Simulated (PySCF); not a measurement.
5-methylthiazole, C₄H₅NS.
Numbering: `[CH3:1][c:2]1[cH:3][n:4][cH:5][s:6]1` (hydrogens: H7, H8, H9 on C1; H10 on C3; H11 on C5)

Level: wB97X-D/pcSseg-2 in PySCF, non-relativistic, on one gas-phase PBE0-D3(BJ)/def2-TZVP geometry that isn't relaxed in the solvent. The solvent is an IEF-PCM continuum (Bondi radii, 1.10 Å for H, scaled by 1.2). The model holds no explicit solvent molecules, cavitation or dispersion.

Gas phase at wB97X-D/pcSseg-2: HOMO -8.84 eV, LUMO 1.02 eV, dipole 2.13 D.

What does the continuum do to the energy, the frontier levels and the dipole at wB97X-D/pcSseg-2 in chloroform?

```
   solvent      ε  E(solvent) − E(gas) (kJ/mol)  polarisation term (kJ/mol)  distortion of the solute (kJ/mol)  HOMO (eV)  LUMO (eV)  dipole (D)
chloroform  4.711                        -14.57                      -16.54                               1.97      -8.81       1.03        2.71
```

The first energy column is the sum of the next two and covers electrostatics alone.

Which radius a makes the point-dipole formula ΔE = −[(ε − 1)/(2ε + 1)]·μ²/a³ give the value in chloroform, with the gas-phase dipole?

μ = 0.838 au and |ΔE| = 0.00555 Eh give a = 1.88 Å; the farthest nucleus lies 3.25 Å from the centroid of the nuclei, so such a sphere wouldn't even hold the nuclei. The formula assumes a rigid point dipole at the centre of a sphere.

On Intel Xeon Platinum 8488C, one thread, no GPU (shared host), this took 42 s and 1.3 GiB of memory at its peak. This is the whole shielding run at wB97X-D/pcSseg-2 in chloroform, SCF included.

Note: wB97X-D ran without an empirical dispersion term, which enters the total energy and its gradient alone.
